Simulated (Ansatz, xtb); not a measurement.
**Relative energy of two structures of CH2FS−**

Structure a: a singlet given by its coordinates. Structure b: `F[CH-]S`, a singlet. Both are gas-phase species (loosely bound parts included), relaxed with B3LYP-D3(BJ)/def2-SVPD; the shapes shown needn't be the lowest conformers.

a (Å):

```yaml
atoms:
  - { symbol: C, position_ang: [0.2905, -0.9682, 0.2257] }
  - { symbol: F, position_ang: [2.4571, -2.9109, 1.3403] }
  - { symbol: S, position_ang: [0.6561, -2.5563, 0.3416] }
  - { symbol: H, position_ang: [0.7059, -0.3333, -0.5714] }
  - { symbol: H, position_ang: [-0.2086, -0.4260, 1.0430] }
```

Close contacts (Å): C1–S3 1.63, F2–S3 2.09, C1–H4 1.10, C1–H5 1.10.

b (Å):

```csv
atom,x (Å),y (Å),z (Å)
C,-0.2490,-0.0115,1.0452
F,0.7594,-1.0362,1.3920
S,0.4601,1.6074,1.2288
H,-0.4084,-0.2069,-0.0311
H,1.4914,1.8021,0.2869
```

Task: Estimate which is lower in electronic energy at CCSD(T)/def2-TZVPPD, and by roughly how much.

Result: The CCSD(T)/def2-TZVPPD calculation puts structure a lower, by 22.7 kcal/mol.

Level by level:

```tsv
level	geometry	E(b) − E(a) (kcal/mol)	departure from the last row (kcal/mol)	job, with rough time for the two
GFN2-xTB	GFN2-xTB	+18.9	−3.8	optimisation, 0.26 s
HF/STO-3G	GFN2-xTB	−46.6	−69.2	single point, 0.2 s
r2SCAN-D4/def2-SVPD	GFN2-xTB	+24.2	+1.5	single point, 2.4 s
B3LYP-D3(BJ)/def2-SVPD	B3LYP-D3(BJ)/def2-SVPD	+24.5	+1.8	optimisation, 18 s
HF/def2-TZVPPD	B3LYP-D3(BJ)/def2-SVPD	+13.5	−9.2	part of the CCSD(T) run
MP2/def2-TZVPPD	B3LYP-D3(BJ)/def2-SVPD	+26.3	+3.6	part of the CCSD(T) run
CCSD(T)/def2-TZVPPD	B3LYP-D3(BJ)/def2-SVPD	+22.7		single point, 56 s
```

HF/STO-3G puts the two in the other order. The largest departure from CCSD(T)/def2-TZVPPD is that of HF/STO-3G, 69.2 kcal/mol.

With harmonic frequencies from B3LYP-D3(BJ)/def2-SVPD (ideal gas, rigid rotor, one conformer each, 298.15 K, 1 atm): the zero-point term adds −1.6 kcal/mol; ΔH is +20.9 and ΔG +21.5 kcal/mol.

The correlated steps freeze 7 core orbitals. Mirror images aren't counted in ΔG. Programs: Ansatz 0.2.0, xtb 6.7.1; the last row on 2 threads of Arm Neoverse V1 on a shared host.
